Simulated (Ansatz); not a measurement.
Geometry optimisation, UKS BHLYP-D4/def2-SVP in Ansatz 0.2.0.

input.yaml

```yaml
crystal:
  periodic: [false, false, false]
  atoms:
    - { symbol: H, position_ang: [0.623718, 1.351112, 0.304026] }
    - { symbol: C, position_ang: [-0.367232, -0.748883, -0.169225] }
    - { symbol: F, position_ang: [0.603155, -1.600046, 0.036007] }
    - { symbol: F, position_ang: [-0.678618, -0.657931, -1.435516] }
    - { symbol: Cl, position_ang: [1.034645, 2.504627, 0.759344] }
    - { symbol: H, position_ang: [-1.215667, -0.848879, 0.505365] }
magnetization:
  spin_polarized: true
  initial_magnetization: 1
basis:
  gaussian: { orbitals: def2-SVP }
hamiltonian:
  xc: { name: BHLYP }
  dispersion: d4
relax:
  f_tol: 0.03
  max_steps: 50
output:
  orbitals: {}
```

Command:

```bash
$ ansatz run input.yaml --threads 2 --pin off --max-ram 3072MiB --backend cpu --events-out ev --progress --plain --runs-dir out
```

Problem. Where does it end, and by what steps?

Solution. The forces met the threshold. The force dipped under the threshold on the way, but the program's further checks kept it going. After 23 steps the energy has fallen by 0.043 eV; H6 moved furthest, 0.94 Å.

```tsv
step	energy less start (eV)	largest force component (eV/Å)	accepted
0	0.0000	0.642	yes
1	-0.0101	0.255	yes
2	-0.0129	0.219	yes
3	-0.0088	0.549	no
4	-0.0168	0.088	yes
5	-0.0177	0.404	yes
6	-0.0179	0.557	yes
7	-0.0267	0.290	yes
8	-0.0331	0.252	yes
9	-0.0205	0.706	no
10	-0.0357	0.305	yes
11	-0.0395	0.139	yes
12	-0.0399	0.157	yes
13	-0.0414	0.093	yes
14	-0.0418	0.066	yes
15	-0.0423	0.018	yes
16	-0.0424	0.062	yes
17	-0.0426	0.019	yes
18	-0.0428	0.023	yes
19	-0.0429	0.061	yes
20	-0.0429	0.078	yes
21	-0.0431	0.068	yes
22	-0.0432	0.051	yes
23	-0.0435	0.019	yes
```

```xyz
6
Properties=species:S:1:pos:R:3
H 1.227 1.987 0.213
C -0.232 -0.919 -0.406
F 0.227 -2.048 0.075
F -1.085 -1.121 -1.379
Cl 0.418 2.299 1.153
H -0.554 -0.198 0.344
```

Whether the end is a true minimum wasn't checked by a vibrational analysis.

Run time: 33 s on 2 threads of Arm Neoverse V2 (shared host), peak memory 0.17 GiB.
